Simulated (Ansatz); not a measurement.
System: diamond-structure Si. Method: G0W0@PBE (Ansatz, a quantum-chemistry and plane-wave program, hard PAW, contour deformation).

The cell has the measured lattice parameters. Conventional cell: a = 5.4300 Å, b = 5.4300 Å, c = 5.4300 Å, α = 90.00°, β = 90.00°, γ = 90.00°.

The quasiparticle gap at Γ at a fixed k mesh 2×2×2:

```json
[
 {"response cutoff": "150 eV, 307 empty bands", "value (eV)": "3.133"},
 {"response cutoff": "200 eV, 472 empty bands", "value (eV)": "3.151"},
 {"response cutoff": "250 eV, 660 empty bands", "value (eV)": "3.159"},
 {"response cutoff": "300 eV, 868 empty bands", "value (eV)": "3.163"}
]
```

Task: Taking the value to converge with the response cutoff E as E^(−3/2), extrapolate from the last two rows.

Result: With y = y∞ + c/w and weights w = 3953 and 5196 for the last two rows, y∞ = (w2 y2 − w1 y1)/(w2 − w1) = (5196 × 3.163 − 3953 × 3.159)/1243 = 3.176 eV, which lies 0.013 beyond the last row. Successive pairs of rows give 3.184, 3.179, 3.176. The limit also hangs on the law assumed, so its last digits aren't firm.

The other settings are not extrapolated, so this is the limit in one setting alone.

At the last cutoff the smallest gap on this mesh is 1.14 eV, with an edge away from Γ.
